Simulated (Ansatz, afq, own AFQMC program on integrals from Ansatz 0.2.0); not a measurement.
Two steps: Ansatz 0.2.0 writes the Fock matrix and Cholesky factors of the valence space, and afq projects on them the lowest state that overlaps trial and start.

```yaml
crystal:
  periodic: [false, false, false]
  atoms:
    - {symbol: N, position_ang: [0.000000, -0.123686, 0.526574]}
    - {symbol: C, position_ang: [0.000000, 0.081265, -0.705120]}
    - {symbol: H, position_ang: [0.000000, 0.750434, 1.084807]}
basis:
  gaussian: {orbitals: cc-pVDZ}
total_charge: 1
magnetization: {spin_polarized: false, initial_magnetization: 3}
correlation: {method: ccsd_t, electrons: outside_noble_gas, hamiltonian_folder: ham}
```

```sh
$ ansatz run in.yaml --threads 1 --pin off --events-out ev --progress --plain --max-ram 24576MiB --backend cuda --devices 0, --max-vram 18GiB
```

Options of the walk:

```
--method phaseless --trial cisd --walkers 4000 --populations 20 --least-time 60 --time-step 0.005 --steps-per-block 50 --equilibration-blocks 28 --max-blocks 4000 --target-error 0.00018 --factor-cut 1e-05 --start spin_pure --seed 8759 --release-times 0.24,0.51,0.99,1.62,2.4 --release-step 0.03 --release-every 3 --taylor-order 6
```

Times are imaginary, in 1/Eh. The walk had a cap of 122 s. With eight or more populations the least sampling time is a fifth of least-time, and the error comes from their spread.

```
orbitals 31  electrons 6 3  factors 236 of 315
reference energy -92.31615334 Eh
CCSD correlation -0.21264739 Eh in 25 cycles, weight of the determinant in the CISD state 0.8597
energy of the start -92.528796 Eh
 block  time / (1/Eh)  mean weight  energy / Eh
     1     0.250  1.0000  -92.527718
     2     0.500  1.0002  -92.529739
     3     0.750  1.0001  -92.531784
     4     1.000  0.9999  -92.532964
     5     1.250  1.0000  -92.533871
     8     2.000  1.0000  -92.536252
    11     2.750  1.0002  -92.536027
    17     4.250  1.0001  -92.536430
    23     5.750  0.9999  -92.536693
    25     6.250  0.9995  -92.534790
    29     7.250  1.0001  -92.536471
    31     7.750  0.9998  -92.538158
    35     8.750  1.0001  -92.535869
    41    10.250  1.0000  -92.536819
    47    11.750  1.0001  -92.537333
    53    13.250  1.0000  -92.537322
    59    14.750  1.0001  -92.537168
    65    16.250  0.9997  -92.536999
    71    17.750  0.9999  -92.537874
    77    19.250  1.0000  -92.536369
    83    20.750  0.9996  -92.537549
    87    21.750  1.0001  -92.536358
error from the spread of 20 populations
released: time / (1/Eh)  energy / Eh  error  mean overlap
  0.24  -92.537300  0.000135  0.9998
  0.51  -92.537432  0.000136  1.0005
  0.99  -92.537408  0.000144  1.0050
  1.62  -92.537552  0.000221  1.0025
  2.40  -92.537978  0.000158  0.9987
energy -92.536902 +/- 0.000145 Eh
(rows thinned)
```

Q: Estimate how long the walk took on 1 × NVIDIA H100 80GB HBM3 with 2 threads of AMD EPYC 7R13 Processor (Zen 3) (shared host) (the card was shared).

A: 60 s of wall time.

The run passed its tests (sampling time, drift between the halves within three errors, error under three times the target), which doesn't prove that it has relaxed.

Against this walk (error 4.0 meV) on the same determinant: CCSD(T) 15.9 meV higher, CCSDT(Q) 131.3 meV higher, CCSDTQ 133.3 meV higher. The error is statistical and leaves out the bias of the constraint. None of these is a sure reference here. The released energies are still falling (meV from the phaseless value at times in 1/Eh: -11 ± 4 at 0.24, -14 ± 4 at 0.51, -14 ± 4 at 0.99, -18 ± 6 at 1.62, -29 ± 4 at 2.40), so they give no level; they do show a bias of the constraint, and the last of them that isn't too noisy lies 163 meV below CCSDTQ.

Cautions: constraint bias not in the error; another spin lies lower; a spin-contaminated unrestricted determinant lies lower (UHF 224 meV lower, ⟨S²⟩ 3.81); strong correlation (T1 0.058, weight of the determinant 0.86, largest double 0.10); CCSDT(Q) is in doubt: in a space of 9 electrons in 9 natural orbitals full CI lies 389 meV below it; CCSDTQ is in doubt: in a space of 9 electrons in 9 natural orbitals full CI lies 400 meV below it.

CCSDT and higher add their correlation energy to the determinant of the CCSD(T) run, since their own runs factorise the integrals more tightly (a shift of under 2 meV).
